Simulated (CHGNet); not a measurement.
Cubic perovskite SrTiO3 (cubic form, which distorts at low temperature)

Calculation: the machine-learned potential CHGNet 0.3.0 (trained on PBE and PBE+U data).

Cell: relaxed at this level.

- lattice parameter a = 3.944 Å
- volume per atom = 12.27 Å³/atom

Measured, for comparison: lattice constant a 3.89 Å, equilibrium volume per atom 11.77 Å³/atom (0 K, cubic phase extrapolated to 0 K; as tabulated in Bilc et al. (2008), arXiv:0805.0753). Computed (rounded) less measured: lattice constant a +1.4 %, equilibrium volume per atom +4.2 %.

A machine-learned potential is trained on density-functional data: it inherits that level's misses and adds fitting errors of its own.

Note: the model gives imaginary modes for this phase (in the spectrum interpolated from a supercell); the relaxation could not lower the start's symmetry, so the cell can be a saddle point above a distorted one.
